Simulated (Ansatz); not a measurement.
**FH₄NSi: up Jacob's ladder to CCSD(T)**

An exercise on one series of results from a longer session: the logs are not shown, and one member is left open.

The runs use Ansatz 0.2.0, Gaussian basis; functionals in def2-TZVPP, the program's frozen cores in correlated methods.

Levels to be run: LDA (SPW92), PBE-D4, revPBE-D4, BLYP-D4, r2SCAN-D4, B97M-V, PBE0-D4, B3LYP-D4, r2SCANh-D4, r2SCAN0-D4, HSE06-D4, BHLYP-D4, CAM-B3LYP-D4, LC-ωPBE, ωB97X-V, ωB97M-V, B2PLYP, PBE-QIDH; CCSD(T)/def2-SVP; CCSD(T)/def2-TZVPP; MP2/def2-QZVPP; extrapolation to the limit; RPA on PBE.

## Structure used throughout

An earlier PBE0-D4 in a triple-zeta def2 set relaxation fixed the geometry.

SMILES `N[SiH2]F`, 7 atoms, charge 0, spin multiplicity 1.

Atoms are counted from 1 here; the program's logs count them from 0.

Bond lengths: N1–Si2 1.695 Å, N1–H4 1.006 Å, N1–H5 1.006 Å, Si2–F3 1.605 Å, Si2–H6 1.479 Å, Si2–H7 1.479 Å. Angles: Si2–N1–H4 122.0°, Si2–N1–H5 122.0°, H4–N1–H5 111.8°, N1–Si2–F3 114.6°, N1–Si2–H6 108.3°, N1–Si2–H7 108.3°, F3–Si2–H6 105.8°, F3–Si2–H7 105.8°, H6–Si2–H7 114.0°.

Geometry (Å):

```csv
atom,x (Å),y (Å),z (Å)
N1,-0.7615,0.3390,-0.6252
Si2,0.5311,-0.1157,0.3734
F3,0.5151,-1.6539,0.8298
H4,-0.7866,0.1051,-1.6036
H5,-1.6822,0.5135,-0.2584
H6,0.4559,0.6762,1.6207
H7,1.7894,0.0680,-0.3823
```

Set-up of the first run:

File in.yaml:

```yaml
crystal:
  periodic: [false, false, false]
  atoms:
    - {symbol: N, position_ang: [-0.761477, 0.339004, -0.625183]}
    - {symbol: Si, position_ang: [0.531091, -0.115712, 0.373420]}
    - {symbol: F, position_ang: [0.515109, -1.653947, 0.829813]}
    - {symbol: H, position_ang: [-0.786636, 0.105062, -1.603614]}
    - {symbol: H, position_ang: [-1.682215, 0.513456, -0.258446]}
    - {symbol: H, position_ang: [0.455904, 0.676188, 1.620654]}
    - {symbol: H, position_ang: [1.789425, 0.068050, -0.382342]}
basis:
  gaussian: {orbitals: def2-TZVPP}
hamiltonian: {xc: lda}
output: {orbitals: {seedname: orbitals}}
```

Steps of the session up to this table: LDA; PBE-D4 (GGA); revPBE-D4 (GGA); BLYP-D4 (GGA); r2SCAN-D4 (meta-GGA); B97M-V (meta-GGA); PBE0-D4 (hybrid); B3LYP-D4 (hybrid); r2SCANh-D4 (hybrid); r2SCAN0-D4 (hybrid); HSE06-D4 (hybrid); BHLYP-D4 (hybrid); CAM-B3LYP-D4 (range-separated); LC-ωPBE-D4 (range-separated; the results give it without D4); ωB97X-V (range-separated); ωB97M-V (range-separated); B2PLYP (double hybrid); PBE-QIDH (double hybrid).

One table of the session follows, with a row left open; its other results are not shown here.

It belongs to the step «Orbital energies across the functionals». 

| functional | HOMO (eV) | LUMO (eV) | gap (eV) |
| --- | --- | --- | --- |
| LDA (SPW92) | -6.85 | -0.41 | 6.43 |
| PBE-D4 | -6.66 | -0.26 | 6.40 |
| revPBE-D4 | -6.59 | -0.20 | 6.40 |
| BLYP-D4 | -6.53 | -0.26 | 6.27 |
| r2SCAN-D4 | -6.97 | 0.36 | 7.33 |
| B97M-V | ? | ? | ? |
| PBE0-D4 | -8.15 | 0.57 | 8.72 |
| B3LYP-D4 | -7.89 | 0.24 | 8.13 |
| r2SCANh-D4 | -7.53 | 0.62 | 8.15 |
| r2SCAN0-D4 | -8.38 | 0.98 | 9.36 |
| HSE06-D4 | -7.74 | 0.20 | 7.94 |
| BHLYP-D4 | -9.55 | 1.21 | 10.76 |
| CAM-B3LYP-D4 | -9.63 | 1.37 | 10.99 |
| LC-ωPBE | -11.09 | 2.65 | 13.74 |
| ωB97X-V | -10.67 | 2.47 | 13.15 |
| ωB97M-V | -10.59 | 2.02 | 12.61 |

Estimate the missing values for B97M-V.

**Answer.** HOMO (eV): -7.09; LUMO (eV): -0.08; gap (eV): 7.01. In the column «HOMO (eV)» it lies between r2SCANh-D4 (-7.53) and r2SCAN-D4 (-6.97).
